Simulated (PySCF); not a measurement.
Below is a simulated gas-phase Si 2p photoelectron spectrum of Si(NH2)2H2 (`[H][Si]([H])(N)N`).

Every computed line was given a Gaussian of 0.8 eV full width at half maximum and an area set by the number of equivalent atoms (split 2:1 within a doublet); the highest printed point is 100. Method: delta-SCF UKS SCAN, pcX-2 on the ionised atom, pcseg-1 elsewhere, spin-free X2C (PySCF).

(binding energy (eV), intensity): (105.7, 0), (105.8, 1), (105.9, 1), (106.0, 3), (106.1, 6), (106.2, 11), (106.3, 20), (106.4, 31), (106.5, 46), (106.6, 63), (106.7, 79), (106.8, 92), (106.9, 99), (107.0, 100), (107.1, 96), (107.2, 89), (107.3, 81), (107.4, 72), (107.5, 63), (107.6, 54), (107.7, 45), (107.8, 35), (107.9, 25), (108.0, 17), (108.1, 11), (108.2, 6), (108.3, 3), (108.4, 2), (108.5, 1), (108.6, 0), (108.7, 0)

Task: Count the maxima, the lines and the sites behind this envelope.

Result: The curve has 1 maximum (at 107.0 eV). Under it lie 2 lines from 1 inequivalent silicon site, drawn as a 2p3/2, 2p1/2 pair. At this width some lines have no maximum of their own.

Task: Decompose the envelope and assign each component. Bonds: Si1–N2, Si1–N5. Hydrogens: H8, H9 on Si1; H3, H4 on N2; H6, H7 on N5.

Result: 
```csv
position (eV),relative area,line,atoms,environment
106.89,0.67,Si 2p3/2,Si1,silicon bonded to 2 N and 2 H
107.52,0.33,Si 2p1/2,Si1,silicon bonded to 2 N and 2 H
```

Task: What are the centre and the root-mean-square width of the whole band?

Result: The area-weighted mean of the lines is 107.10 eV. Their own spread about it is 0.29 eV (rms) and each Gaussian has σ = 0.8/2.355 = 0.34 eV; the variances add, which gives 0.45 eV.

No satellites, vibrations or lifetime broadening are included. For 2p shells one spin-free hole was relaxed; a mean-field spin–orbit operator and the ground-state splitting of the three 2p orbitals were then diagonalised within the shell. The shell's mean is (2 × 2p3/2 + 2p1/2)/3, and the degeneracies 2j + 1 give areas of 2:1. 2p1/2 minus 2p3/2 (ligand field included): Si 0.62 eV. The structure is a single PBE0-D3(BJ)/def2-SVP conformer in the gas phase; no vibrational or solvent corrections.
